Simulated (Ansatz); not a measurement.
Basis-set extrapolation for CH$_{4}$SSi (`C1[SiH2]S1`) (PBE0-D4/def2-TZVP geometry, frozen core, the Gaussian-basis code of Ansatz). Multiplicity 1, RHF reference.

```csv
,def2-TZVPP,def2-QZVPP
HF,-726.689121,-726.711146
MP2 correlation,-0.466025,-0.501727
CCSD(T) correlation,-0.527706,not run
```

Energies in hartree. Use E(X) = E(∞) + A·exp(−7.88·√X) for Hartree–Fock and E(X) = E(∞) + B·X^(−2.97) for correlation, with X = 3 and 4, and add CCSD(T) minus MP2 of the smaller set to the MP2 limit.

**Question.** What is the CCSD(T) energy at the basis-set limit?

**Answer.** HF limit: -726.711146 + (-0.022025) × 0.13774 = -726.71418. MP2 limit: -0.501727 + (-0.035702) × 0.74074 = -0.52817. Higher-order term: -0.527706 − (-0.466025) = -0.06168. Total: -727.30403 hartree, 229.0 kJ/mol below CCSD(T)/def2-TZVPP.
